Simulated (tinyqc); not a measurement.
RKS/exchange-only LDA in the sto-3g basis, for HF, spin multiplicity 1, step by step. Computed by tinyqc, a small Python program that keeps every step (integrals from PySCF). Settings: charge = 0, multiplicity = 1, basis = sto-3g, energy threshold = 1e-10, iteration cap = 56, orthogonalisation = symmetric, start = core, DIIS depth = 6, method = RKS, functional = Slater exchange alone, grid = [40, 50]. Command: `OMP_NUM_THREADS=1 python tinyqc.py 28327 28328 out.jsonl` (the two numbers bound the seeds that draw the settings). One thread of a shared host (Intel(R) Xeon(R) Processor @ 2.60GHz), about 0.3 s of CPU time with the checks. Later iterations appear only in the table of the cycle.

## One-electron integrals

Geometry (angstrom):
```
atom        x        y        z
F     0.00000  0.00000  0.00000
H     0.00000  0.00000  1.37800
```

Basis sto-3g: exponents (1/bohr^2) and contraction coefficients of normalised primitives:
```
element  l (shell)   exponent  coefficient
F            s (1)  166.67913      0.15433
F            s (1)   30.36081      0.53533
F            s (1)    8.21682      0.44463
F            s (2)    6.46480     -0.09997
F            s (2)    1.50228      0.39951
F            s (2)    0.48859      0.70012
F            p (3)    6.46480      0.15592
F            p (3)    1.50228      0.60768
F            p (3)    0.48859      0.39196
H            s (1)    3.42525      0.15433
H            s (1)    0.62391      0.53533
H            s (1)    0.16886      0.44463
```

Overlap, kinetic and nuclear-attraction integrals over the contracted functions; the nuclear repulsion is the sum of Za Zb / Rab.

nuclear repulsion = 3.4561647 hartree

overlap S, order 1F 1s, 1F 2s, 1F 2px, 1F 2py, 1F 2pz, 2H 1s:
$$\begin{pmatrix}
1.00000 & 0.23799 & 0.00000 & 0.00000 & 0.00000 & 0.01673 \\
0.23799 & 1.00000 & 0.00000 & 0.00000 & 0.00000 & 0.20562 \\
0.00000 & 0.00000 & 1.00000 & 0.00000 & 0.00000 & 0.00000 \\
0.00000 & 0.00000 & 0.00000 & 1.00000 & 0.00000 & 0.00000 \\
0.00000 & 0.00000 & 0.00000 & 0.00000 & 1.00000 & 0.18693 \\
0.01673 & 0.20562 & 0.00000 & 0.00000 & 0.18693 & 1.00000
\end{pmatrix}$$

kinetic energy T (hartree), order 1F 1s, 1F 2s, 1F 2px, 1F 2py, 1F 2pz, 2H 1s:
$$\begin{pmatrix}
36.98458 & -0.21286 & 0.00000 & 0.00000 & 0.00000 & -0.00542 \\
-0.21286 & 1.03800 & 0.00000 & 0.00000 & 0.00000 & -0.00509 \\
0.00000 & 0.00000 & 3.24801 & 0.00000 & 0.00000 & 0.00000 \\
0.00000 & 0.00000 & 0.00000 & 3.24801 & 0.00000 & 0.00000 \\
0.00000 & 0.00000 & 0.00000 & 0.00000 & 3.24801 & 0.04263 \\
-0.00542 & -0.00509 & 0.00000 & 0.00000 & 0.04263 & 0.76003
\end{pmatrix}$$

nuclear attraction V (hartree), order 1F 1s, 1F 2s, 1F 2px, 1F 2py, 1F 2pz, 2H 1s:
$$\begin{pmatrix}
-77.39360 & -9.26820 & 0.00000 & 0.00000 & -0.00667 & -0.66698 \\
-9.26820 & -11.92516 & 0.00000 & 0.00000 & -0.08331 & -1.69040 \\
0.00000 & 0.00000 & -11.81973 & 0.00000 & 0.00000 & 0.00000 \\
0.00000 & 0.00000 & 0.00000 & -11.81973 & 0.00000 & 0.00000 \\
-0.00667 & -0.08331 & 0.00000 & 0.00000 & -11.85874 & -1.29660 \\
-0.66698 & -1.69040 & 0.00000 & 0.00000 & -1.29660 & -4.65937
\end{pmatrix}$$

core Hamiltonian H = T + V (hartree), order 1F 1s, 1F 2s, 1F 2px, 1F 2py, 1F 2pz, 2H 1s:
$$\begin{pmatrix}
-40.40902 & -9.48106 & 0.00000 & 0.00000 & -0.00667 & -0.67239 \\
-9.48106 & -10.88717 & 0.00000 & 0.00000 & -0.08331 & -1.69548 \\
0.00000 & 0.00000 & -8.57171 & 0.00000 & 0.00000 & 0.00000 \\
0.00000 & 0.00000 & 0.00000 & -8.57171 & 0.00000 & 0.00000 \\
-0.00667 & -0.08331 & 0.00000 & 0.00000 & -8.61073 & -1.25396 \\
-0.67239 & -1.69548 & 0.00000 & 0.00000 & -1.25396 & -3.89934
\end{pmatrix}$$

## Two-electron integrals

Functions are numbered as in S; the eight-fold symmetry (ij|kl) = (ji|kl) = (kl|ij) leaves the list below.

Two-electron integrals (ij|kl) in chemists' order, unique and non-zero (hartree):
```
(11|11) 5.40350   (21|11) 0.84192   (21|21) 0.15630   (22|11) 1.26803
(22|21) 0.29234   (22|22) 0.92617   (31|31) 0.02800   (32|31) 0.04317
(32|32) 0.20459   (33|11) 1.26450   (33|21) 0.29240   (33|22) 0.92596
(33|33) 0.99751   (41|41) 0.02800   (42|41) 0.04317   (42|42) 0.20459
(43|43) 0.05377   (44|11) 1.26450   (44|21) 0.29240   (44|22) 0.92596
(44|33) 0.88997   (44|44) 0.99751   (51|51) 0.02800   (52|51) 0.04317
(52|52) 0.20459   (53|53) 0.05377   (54|54) 0.05377   (55|11) 1.26450
(55|21) 0.29240   (55|22) 0.92596   (55|33) 0.88997   (55|44) 0.88997
(55|55) 0.99751   (61|11) 0.05987   (61|21) 0.01103   (61|22) 0.02053
(61|33) 0.02050   (61|44) 0.02050   (61|51) 0.00042   (61|52) 0.00080
(61|55) 0.02059   (61|61) 0.00079   (62|11) 0.17303   (62|21) 0.04052
(62|22) 0.14600   (62|33) 0.14383   (62|44) 0.14383   (62|51) 0.00270
(62|52) 0.02247   (62|55) 0.15021   (62|61) 0.00290   (62|62) 0.03001
(63|31) 0.00398   (63|32) 0.02460   (63|53) 0.00455   (63|63) 0.00420
(64|41) 0.00398   (64|42) 0.02460   (64|54) 0.00455   (64|64) 0.00420
(65|11) 0.12694   (65|21) 0.03008   (65|22) 0.11624   (65|33) 0.11156
(65|44) 0.11156   (65|51) 0.00569   (65|52) 0.04109   (65|55) 0.12546
(65|61) 0.00223   (65|62) 0.02948   (65|65) 0.03302   (66|11) 0.38134
(66|21) 0.09071   (66|22) 0.37791   (66|33) 0.36758   (66|44) 0.36758
(66|51) 0.00634   (66|52) 0.07586   (66|55) 0.39831   (66|61) 0.00651
(66|62) 0.10704   (66|65) 0.12358   (66|66) 0.77461
```

## Orthogonalisation

S = U s U^T; symmetric (Loewdin) form X = U s^(-1/2) U^T, so that X^T S X = 1.

eigenvalues of S: [0.66611, 0.86147, 1.00000, 1.00000, 1.12216, 1.35026]

X, order 1F 1s, 1F 2s, 1F 2px, 1F 2py, 1F 2pz, 2H 1s:
$$\begin{pmatrix}
1.02245 & -0.12555 & 0.00000 & 0.00000 & -0.00189 & 0.01119 \\
-0.12555 & 1.03989 & 0.00000 & 0.00000 & 0.01570 & -0.11056 \\
0.00000 & 0.00000 & 1.00000 & 0.00000 & 0.00000 & 0.00000 \\
0.00000 & 0.00000 & 0.00000 & 1.00000 & 0.00000 & 0.00000 \\
-0.00189 & 0.01570 & 0.00000 & 0.00000 & 1.01390 & -0.09832 \\
0.01119 & -0.11056 & 0.00000 & 0.00000 & -0.09832 & 1.03100
\end{pmatrix}$$

## Starting guess

The start is the orbitals of the core Hamiltonian; D = 2 C_occ C_occ^T.

D at the start, order 1F 1s, 1F 2s, 1F 2px, 1F 2py, 1F 2pz, 2H 1s:
$$\begin{pmatrix}
2.12185 & -0.51428 & 0.00000 & 0.00000 & -0.00933 & 0.03366 \\
-0.51428 & 2.17009 & 0.00000 & 0.00000 & 0.05036 & -0.13897 \\
0.00000 & 0.00000 & 2.00000 & 0.00000 & 0.00000 & 0.00000 \\
0.00000 & 0.00000 & 0.00000 & 2.00000 & 0.00000 & 0.00000 \\
-0.00933 & 0.05036 & 0.00000 & 0.00000 & 2.04894 & -0.16533 \\
0.03366 & -0.13897 & 0.00000 & 0.00000 & -0.16533 & 0.02173
\end{pmatrix}$$

## Iteration 1: exchange-correlation on the grid

Becke grid with 40 radial and 50 angular points per atom, points of zero weight dropped. rho = sum D_ij phi_i phi_j; V_xc,ij = sum w v_xc phi_i phi_j; v_xc is d(rho eps)/d rho.

The 8 grid points with the largest w rho, of 3977 (bohr, atomic units):
```
x                y         z        w      rho    eps_xc      v_xc
0.68759   -0.68759   0.00000  0.03990  0.63070  -0.63337  -0.84450
-0.68759   0.68759   0.00000  0.03990  0.63070  -0.63337  -0.84450
-0.68759  -0.68759   0.00000  0.03990  0.63070  -0.63337  -0.84450
0.68759    0.68759   0.00000  0.03990  0.63070  -0.63337  -0.84450
0.00000   -0.68759  -0.68759  0.03990  0.62926  -0.63289  -0.84385
0.68759    0.00000  -0.68759  0.03990  0.62926  -0.63289  -0.84385
0.00000    0.68759  -0.68759  0.03990  0.62926  -0.63289  -0.84385
-0.68759   0.00000  -0.68759  0.03990  0.62926  -0.63289  -0.84385
```

electrons on the grid, sum of w rho = 10.00082

E_xc = sum of w rho eps_xc = -10.0397476 hartree

V_xc (hartree), order 1F 1s, 1F 2s, 1F 2px, 1F 2py, 1F 2pz, 2H 1s:
$$\begin{pmatrix}
-3.19874 & -0.46322 & 0.00000 & 0.00000 & -0.00033 & -0.03314 \\
-0.46322 & -0.87093 & 0.00000 & 0.00000 & -0.00050 & -0.11175 \\
0.00000 & 0.00000 & -0.86586 & 0.00000 & 0.00000 & 0.00000 \\
0.00000 & 0.00000 & 0.00000 & -0.86586 & 0.00000 & 0.00000 \\
-0.00033 & -0.00050 & 0.00000 & 0.00000 & -0.86558 & -0.07639 \\
-0.03314 & -0.11175 & 0.00000 & 0.00000 & -0.07639 & -0.11978
\end{pmatrix}$$

## Iteration 1: building the Kohn-Sham matrix

J_ij = sum D_kl (ij|kl); F = H + J + V_xc; E = tr D H + tr D J / 2 + E_xc + E_nn.

Coulomb J (hartree), order 1F 1s, 1F 2s, 1F 2px, 1F 2py, 1F 2pz, 2H 1s:
$$\begin{pmatrix}
20.92234 & 4.01031 & 0.00000 & 0.00000 & 0.00136 & 0.28318 \\
4.01031 & 9.93140 & 0.00000 & 0.00000 & 0.00167 & 1.51204 \\
0.00000 & 0.00000 & 9.92273 & 0.00000 & 0.00000 & 0.00000 \\
0.00000 & 0.00000 & 0.00000 & 9.92273 & 0.00000 & 0.00000 \\
0.00136 & 0.00167 & 0.00000 & 0.00000 & 9.92230 & 1.18171 \\
0.28318 & 1.51204 & 0.00000 & 0.00000 & 1.18171 & 3.77657
\end{pmatrix}$$

Kohn-Sham matrix F (hartree), order 1F 1s, 1F 2s, 1F 2px, 1F 2py, 1F 2pz, 2H 1s:
$$\begin{pmatrix}
-22.68542 & -5.93397 & 0.00000 & 0.00000 & -0.00563 & -0.42235 \\
-5.93397 & -1.82670 & 0.00000 & 0.00000 & -0.08214 & -0.29519 \\
0.00000 & 0.00000 & 0.48516 & 0.00000 & 0.00000 & 0.00000 \\
0.00000 & 0.00000 & 0.00000 & 0.48516 & 0.00000 & 0.00000 \\
-0.00563 & -0.08214 & 0.00000 & 0.00000 & 0.44599 & -0.14864 \\
-0.42235 & -0.29519 & 0.00000 & 0.00000 & -0.14864 & -0.24254
\end{pmatrix}$$

total energy of this density = -96.8155444 hartree

## Iteration 1: diagonalisation and new density

Diagonalise F' = X^T F X, C = X C', fill 5 alpha and 5 beta electrons from the bottom; D = 2 C_occ C_occ^T. Each column has its largest component positive (the first on a tie).

F' = X^T F X (hartree):
$$\begin{pmatrix}
-22.22980 & -3.21090 & 0.00000 & 0.00000 & -0.00808 & -0.01515 \\
-3.21090 & -0.73232 & 0.00000 & 0.00000 & -0.05100 & -0.14302 \\
0.00000 & 0.00000 & 0.48516 & 0.00000 & 0.00000 & 0.00000 \\
0.00000 & 0.00000 & 0.00000 & 0.48516 & 0.00000 & 0.00000 \\
-0.00808 & -0.05100 & 0.00000 & 0.00000 & 0.48375 & -0.17275 \\
-0.01515 & -0.14302 & 0.00000 & 0.00000 & -0.17275 & -0.17807
\end{pmatrix}$$

orbital energies (hartree): MO1 -22.69921, MO2 -0.39041, MO3 -0.09324, MO4 0.48516, MO5 0.48516, MO6 0.52641

coefficients C, order 1F 1s, 1F 2s, 1F 2px, 1F 2py, 1F 2pz, 2H 1s:
$$\begin{pmatrix}
0.99356 & -0.20016 & 0.18463 & 0.00000 & 0.00000 & 0.00051 \\
0.02602 & 0.72460 & -0.76383 & 0.00000 & 0.00000 & 0.02096 \\
0.00000 & 0.00000 & 0.00000 & 0.99788 & -0.06507 & 0.00000 \\
0.00000 & 0.00000 & 0.00000 & 0.06507 & 0.99788 & 0.00000 \\
0.00093 & 0.11971 & 0.08450 & 0.00000 & 0.00000 & 1.00819 \\
-0.00335 & 0.55158 & 0.81755 & 0.00000 & 0.00000 & -0.33518
\end{pmatrix}$$

D after iteration 1, order 1F 1s, 1F 2s, 1F 2px, 1F 2py, 1F 2pz, 2H 1s:
$$\begin{pmatrix}
2.12261 & -0.52041 & 0.00000 & 0.00000 & -0.01488 & 0.07442 \\
-0.52041 & 2.21834 & 0.00000 & 0.00000 & 0.04445 & -0.44976 \\
0.00000 & 0.00000 & 2.00000 & 0.00000 & 0.00000 & 0.00000 \\
0.00000 & 0.00000 & 0.00000 & 2.00000 & 0.00000 & 0.00000 \\
-0.01488 & 0.04445 & 0.00000 & 0.00000 & 0.04294 & 0.27022 \\
0.07442 & -0.44976 & 0.00000 & 0.00000 & 0.27022 & 1.94526
\end{pmatrix}$$

Within a degenerate level the vectors are fixed only up to a rotation; this is one choice.

## Iteration 2: exchange-correlation on the grid

As before.

The 8 grid points with the largest w rho, of 3977 (bohr, atomic units):
```
x                y        z        w      rho    eps_xc      v_xc
-0.68759   0.68759  0.00000  0.03990  0.63131  -0.63358  -0.84477
-0.68759  -0.68759  0.00000  0.03990  0.63131  -0.63358  -0.84477
0.68759   -0.68759  0.00000  0.03990  0.63131  -0.63358  -0.84477
0.68759    0.68759  0.00000  0.03990  0.63131  -0.63358  -0.84477
-0.58795   0.58795  0.00000  0.02613  0.92565  -0.71978  -0.95971
0.58795   -0.58795  0.00000  0.02613  0.92565  -0.71978  -0.95971
-0.58795  -0.58795  0.00000  0.02613  0.92565  -0.71978  -0.95971
0.58795    0.58795  0.00000  0.02613  0.92565  -0.71978  -0.95971
```

electrons on the grid, sum of w rho = 10.00009

E_xc = sum of w rho eps_xc = -9.1546030 hartree

V_xc (hartree), order 1F 1s, 1F 2s, 1F 2px, 1F 2py, 1F 2pz, 2H 1s:
$$\begin{pmatrix}
-3.17742 & -0.44747 & 0.00000 & 0.00000 & -0.00079 & -0.03200 \\
-0.44747 & -0.79667 & 0.00000 & 0.00000 & -0.01226 & -0.11648 \\
0.00000 & 0.00000 & -0.82310 & 0.00000 & 0.00000 & 0.00000 \\
0.00000 & 0.00000 & 0.00000 & -0.82310 & 0.00000 & 0.00000 \\
-0.00079 & -0.01226 & 0.00000 & 0.00000 & -0.72784 & -0.09317 \\
-0.03200 & -0.11648 & 0.00000 & 0.00000 & -0.09317 & -0.45503
\end{pmatrix}$$

## Iteration 2: building the Kohn-Sham matrix

As before.

Coulomb J (hartree), order 1F 1s, 1F 2s, 1F 2px, 1F 2py, 1F 2pz, 2H 1s:
$$\begin{pmatrix}
19.18212 & 3.61297 & 0.00000 & 0.00000 & 0.01604 & 0.25548 \\
3.61297 & 8.85507 & 0.00000 & 0.00000 & 0.16658 & 1.43026 \\
0.00000 & 0.00000 & 8.89599 & 0.00000 & 0.00000 & 0.00000 \\
0.00000 & 0.00000 & 0.00000 & 8.89599 & 0.00000 & 0.00000 \\
0.01604 & 0.16658 & 0.00000 & 0.00000 & 8.74709 & 1.18316 \\
0.25548 & 1.43026 & 0.00000 & 0.00000 & 1.18316 & 4.52563
\end{pmatrix}$$

Kohn-Sham matrix F (hartree), order 1F 1s, 1F 2s, 1F 2px, 1F 2py, 1F 2pz, 2H 1s:
$$\begin{pmatrix}
-24.40432 & -6.31556 & 0.00000 & 0.00000 & 0.00858 & -0.44891 \\
-6.31556 & -2.82877 & 0.00000 & 0.00000 & 0.07101 & -0.38170 \\
0.00000 & 0.00000 & -0.49881 & 0.00000 & 0.00000 & 0.00000 \\
0.00000 & 0.00000 & 0.00000 & -0.49881 & 0.00000 & 0.00000 \\
0.00858 & 0.07101 & 0.00000 & 0.00000 & -0.59147 & -0.16397 \\
-0.44891 & -0.38170 & 0.00000 & 0.00000 & -0.16397 & 0.17127
\end{pmatrix}$$

total energy of this density = -96.8721549 hartree

## Iteration 2: DIIS over 2 matrices

error matrix X^T (FDS - SDF) X:
$$\begin{pmatrix}
0.00000 & 0.00063 & 0.00000 & 0.00000 & 0.00543 & -0.00295 \\
-0.00063 & 0.00000 & 0.00000 & 0.00000 & -0.28665 & 0.08165 \\
0.00000 & 0.00000 & 0.00000 & 0.00000 & 0.00000 & 0.00000 \\
0.00000 & 0.00000 & 0.00000 & 0.00000 & 0.00000 & 0.00000 \\
-0.00543 & 0.28665 & 0.00000 & 0.00000 & 0.00000 & -0.63387 \\
0.00295 & -0.08165 & 0.00000 & 0.00000 & 0.63387 & 0.00000
\end{pmatrix}$$

B (overlaps of the stored error matrices):
$$\begin{pmatrix}
4.2421313e-01 & -4.2397115e-01 \\
-4.2397115e-01 & 9.8131690e-01
\end{pmatrix}$$

Minimise |sum c_i e_i|^2 with sum c_i = 1: solve [B -1; -1 0][c; lambda] = [0; -1] with B_ij = tr e_i^T e_j, and take F = sum c_i F_i.

DIIS coefficients: [0.62361, 0.37639]

extrapolated F (hartree), order 1F 1s, 1F 2s, 1F 2px, 1F 2py, 1F 2pz, 2H 1s:
$$\begin{pmatrix}
-23.33240 & -6.07760 & 0.00000 & 0.00000 & -0.00028 & -0.43235 \\
-6.07760 & -2.20387 & 0.00000 & 0.00000 & -0.02450 & -0.32776 \\
0.00000 & 0.00000 & 0.11480 & 0.00000 & 0.00000 & 0.00000 \\
0.00000 & 0.00000 & 0.00000 & 0.11480 & 0.00000 & 0.00000 \\
-0.00028 & -0.02450 & 0.00000 & 0.00000 & 0.05550 & -0.15441 \\
-0.43235 & -0.32776 & 0.00000 & 0.00000 & -0.15441 & -0.08679
\end{pmatrix}$$

## Iteration 2: diagonalisation and new density

As before.

F' = X^T F X (hartree):
$$\begin{pmatrix}
-22.87534 & -3.23358 & 0.00000 & 0.00000 & -0.00911 & -0.01571 \\
-3.23358 & -1.10197 & 0.00000 & 0.00000 & 0.00276 & -0.15965 \\
0.00000 & 0.00000 & 0.11480 & 0.00000 & 0.00000 & 0.00000 \\
0.00000 & 0.00000 & 0.00000 & 0.11480 & 0.00000 & 0.00000 \\
-0.00911 & 0.00276 & 0.00000 & 0.00000 & 0.08681 & -0.16243 \\
-0.01571 & -0.15965 & 0.00000 & 0.00000 & -0.16243 & -0.01102
\end{pmatrix}$$

orbital energies (hartree): MO1 -23.34549, MO2 -0.67032, MO3 -0.10470, MO4 0.11480, MO5 0.11480, MO6 0.21898

coefficients C, order 1F 1s, 1F 2s, 1F 2px, 1F 2py, 1F 2pz, 2H 1s:
$$\begin{pmatrix}
0.99377 & -0.26090 & 0.06386 & 0.00000 & 0.00000 & -0.03975 \\
0.02519 & 0.98940 & -0.29681 & 0.00000 & 0.00000 & 0.20485 \\
0.00000 & 0.00000 & 0.00000 & 0.99949 & -0.03182 & 0.00000 \\
0.00000 & 0.00000 & 0.00000 & 0.03182 & 0.99949 & 0.00000 \\
0.00061 & 0.03873 & 0.56676 & 0.00000 & 0.00000 & 0.84569 \\
-0.00317 & 0.13567 & 0.72716 & 0.00000 & 0.00000 & -0.73335
\end{pmatrix}$$

D after iteration 2, order 1F 1s, 1F 2s, 1F 2px, 1F 2py, 1F 2pz, 2H 1s:
$$\begin{pmatrix}
2.11945 & -0.50411 & 0.00000 & 0.00000 & 0.05338 & 0.01578 \\
-0.50411 & 2.13529 & 0.00000 & 0.00000 & -0.25978 & -0.16336 \\
0.00000 & 0.00000 & 2.00000 & 0.00000 & 0.00000 & 0.00000 \\
0.00000 & 0.00000 & 0.00000 & 2.00000 & 0.00000 & 0.00000 \\
0.05338 & -0.25978 & 0.00000 & 0.00000 & 0.64543 & 0.83475 \\
0.01578 & -0.16336 & 0.00000 & 0.00000 & 0.83475 & 1.09435
\end{pmatrix}$$

Within a degenerate level the vectors are fixed only up to a rotation; this is one choice.

## Iteration 10 (converged): orbitals

converged F (hartree), order 1F 1s, 1F 2s, 1F 2px, 1F 2py, 1F 2pz, 2H 1s:
$$\begin{pmatrix}
-23.58749 & -6.13334 & 0.00000 & 0.00000 & -0.00835 & -0.43641 \\
-6.13334 & -2.33636 & 0.00000 & 0.00000 & -0.04449 & -0.34515 \\
0.00000 & 0.00000 & -0.01422 & 0.00000 & 0.00000 & 0.00000 \\
0.00000 & 0.00000 & 0.00000 & -0.01422 & 0.00000 & 0.00000 \\
-0.00835 & -0.04449 & 0.00000 & 0.00000 & -0.08396 & -0.16833 \\
-0.43641 & -0.34515 & 0.00000 & 0.00000 & -0.16833 & -0.13626
\end{pmatrix}$$

As before.

F' = X^T F X (hartree):
$$\begin{pmatrix}
-23.12983 & -3.24366 & 0.00000 & 0.00000 & -0.01473 & -0.01609 \\
-3.24366 & -1.23204 & 0.00000 & 0.00000 & -0.01872 & -0.15636 \\
0.00000 & 0.00000 & -0.01422 & 0.00000 & 0.00000 & 0.00000 \\
0.00000 & 0.00000 & 0.00000 & -0.01422 & 0.00000 & 0.00000 \\
-0.01473 & -0.01872 & 0.00000 & 0.00000 & -0.05484 & -0.15626 \\
-0.01609 & -0.15636 & 0.00000 & 0.00000 & -0.15626 & -0.06019
\end{pmatrix}$$

orbital energies (hartree): MO1 -23.60028, MO2 -0.79657, MO3 -0.18978, MO4 -0.01422, MO5 -0.01422, MO6 0.10973

coefficients C, order 1F 1s, 1F 2s, 1F 2px, 1F 2py, 1F 2pz, 2H 1s:
$$\begin{pmatrix}
0.99386 & -0.26210 & 0.05716 & 0.00000 & 0.00000 & 0.03969 \\
0.02483 & 0.99723 & -0.26492 & 0.00000 & 0.00000 & -0.21058 \\
0.00000 & 0.00000 & 0.00000 & 0.03979 & 0.99921 & 0.00000 \\
0.00000 & 0.00000 & 0.00000 & 0.99921 & -0.03979 & 0.00000 \\
0.00097 & 0.06212 & 0.67491 & 0.00000 & 0.00000 & -0.76063 \\
-0.00318 & 0.10780 & 0.62272 & 0.00000 & 0.00000 & 0.82799
\end{pmatrix}$$

D after iteration 10, order 1F 1s, 1F 2s, 1F 2px, 1F 2py, 1F 2pz, 2H 1s:
$$\begin{pmatrix}
2.11946 & -0.50368 & 0.00000 & 0.00000 & 0.04653 & 0.00836 \\
-0.50368 & 2.13053 & 0.00000 & 0.00000 & -0.23364 & -0.11510 \\
0.00000 & 0.00000 & 2.00000 & 0.00000 & 0.00000 & 0.00000 \\
0.00000 & 0.00000 & 0.00000 & 2.00000 & 0.00000 & 0.00000 \\
0.04653 & -0.23364 & 0.00000 & 0.00000 & 0.91872 & 0.85395 \\
0.00836 & -0.11510 & 0.00000 & 0.00000 & 0.85395 & 0.79883
\end{pmatrix}$$

Within a degenerate level the vectors are fixed only up to a rotation; this is one choice.

## Convergence

Stop when the energy changes by less than 1e-10 hartree and every element of the error matrix X^T (F D S - S D F) X is below 3e-06.

Course of the cycle:
```
iteration  E (hartree)     change  largest element of the error matrix
1          -96.8155444          -                             3.62e-01
2          -96.8721549  -5.66e-02                             6.34e-01
3          -97.4344077  -5.62e-01                             3.10e-01
4          -97.3286803   1.06e-01                             5.28e-01
5          -97.4681064  -1.39e-01                             1.47e-01
6          -97.4780055  -9.90e-03                             1.79e-02
7          -97.4781485  -1.43e-04                             8.00e-04
8          -97.4781488  -2.89e-07                             2.58e-05
9          -97.4781488  -2.99e-10                             6.51e-07
10         -97.4781488  -1.71e-13                             9.91e-08
```

PySCF RKS in the same basis, fine grid = -97.4775665 hartree

Converged in 10 iterations. The coarse grid moves the energy by -5.82e-04 hartree.

## Populations, bond orders and dipole

Mulliken: Z minus the diagonal of D S on the atom; Loewdin: the same with S^(1/2) D S^(1/2); Mayer order: 2 sum_s sum (D(s) S)_ij (D(s) S)_ji over the two atoms.

Charges (e):
```
atom  Mulliken   Loewdin
1F    -0.06507  -0.05452
2H     0.06507   0.05452
```

Mayer bond orders:
```
pair    order
2-1   0.99577
```

dipole moment about the origin, x y z (debye): [0.00000, 0.00000, 0.77427]
